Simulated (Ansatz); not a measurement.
System: 1T (CdI2-type) PtS2. Method: r²SCAN-D4 (Ansatz, a first-principles code, plane waves, PAW).

Input:

Ansatz 0.2 input:
```yaml
crystal:
  lattice:
    - [1.7514548211, -3.0336087372, 0.0]
    - [1.7514548211, 3.0336087372, 0.0]
    - [0.0, 0.0, 5.129767006]
  atoms:
    - { symbol: Pt, position: [0.0, 0.0, 0.0] }
    - { symbol: S, position: [0.3333333333, 0.6666666667, 0.2356899817] }
    - { symbol: S, position: [0.6666666667, 0.3333333333, 0.7643100183] }
basis:
  ecutwfc: 560
  ecutrho_ratio: 4
  xc_grid: 3
kpoints:
  mp_grid: { grid: [12, 12, 8] }
hamiltonian:
  xc: r2scan
  dispersion: d4
  pseudopotentials: { kind: paw }
scf:
  occupations: { method: fermi_dirac, width: 0.01 }
output:
  forces: true
  stress: true
  eigenvalues: true
relax:
  f_tol: 0.004
  escape_saddle: false
  max_steps: 80
  cell: { stress_tol: 0.02, fix: [volume] }
```

Excerpt of the program's output:

```
Relaxation: its limit of steps is 80 (relax.max_steps)
Crystal: 3 atoms, lattice volume = 54.511 Å³
Basis set: ecut = 560 eV, 1651 PW (Γ), exchange–correlation on 90×90×120 points (27 copies of the dense FFT grid, shifted against one another)
Bands: 19, of which v1, the nominal top of the filled ones, is band 15 counted from 1 (14 counted from 0)
Symmetry: 12 space group operations
Space group: P-3m1 (ITA 164), of the structure as read, at distance tolerance 3.8e-5 Å
k-points: 131 of 1152
Functional: x = r2scan, c = r2scan; τ floored in thin density (d = 2e-4 eV/Å³)
SCF iter   1: F=—  HF=-14350.140487 eV  |F-HF|=—  |Δ(HF+E_count)|=         —  Δρ=8.76e-3  dr2=3.89e-2  dr2_τ=9.14e-2
SCF iter   2: F=—  HF=-14350.177774 eV  |F-HF|=—  |Δ(HF+E_count)|=   3.73e-2  Δρ=5.11e-3  dr2=4.94e-3  dr2_τ=2.27e-3
  ...
SCF 1 converged in 6 iterations: F = -14350.179141 eV  dr2 = 4.29e-8
Crystal: 3 atoms, lattice volume = 54.511 Å³
Initial density: handed on by an earlier stage of this run
SCF 2 converged in 6 iterations: F = -14350.213850 eV  dr2 = 2.76e-8
Crystal: 3 atoms, lattice volume = 54.511 Å³
SCF 3 converged in 5 iterations: F = -14350.215360 eV  dr2 = 2.00e-7
Crystal: 3 atoms, lattice volume = 54.511 Å³
SCF 4 converged in 4 iterations: F = -14350.215375 eV  dr2 = 4.98e-9
Crystal: 3 atoms, lattice volume = 54.511 Å³
SCF iter   5: F=—  HF=-14350.215394 eV  |F-HF|=—  |Δ(HF+E_count)|=  9.09e-11  Δρ=1.28e-7  dr2=1.23e-11  dr2_τ=1.32e-12
SCF iter   6: F=-14350.215394 eV  HF=-14350.215394 eV  |F-HF|=1.82e-12  |Δ(HF+E_count)|=  1.27e-11  Δρ=4.58e-8  dr2=1.27e-12  dr2_τ=8.80e-14
SCF 5 converged in 6 iterations: F = -14350.215394 eV  dr2 = 1.27e-12
SCF converged after 6 iterations
Free energy (F): -14350.215394 eV
Internal energy: -14350.215394 eV  (E = F + TS)
E sigma→0 (E₀):  -14350.215394 eV
Fermi energy:    11.354904 eV
--- Forces (eV/Å), atoms counted from 1 ---
  atom   1  Pt    -0.00000000     0.00000000    -0.00000000
  atom   2  S      0.00000000     0.00000000    -0.00059273
  atom   3  S      0.00000000    -0.00000000     0.00059273
--- Stress (GPa, compression-positive) ---
        1.075687      -0.000000       0.000000
       -0.000000       1.075687       0.000000
        0.000000       0.000000       1.074203
  P = ⅓ Tr σ = 1.0752 GPa (10.752 kbar)
```

The cell is one volume of an energy–volume scan, off the minimum.

The PAW data were made under PBE.
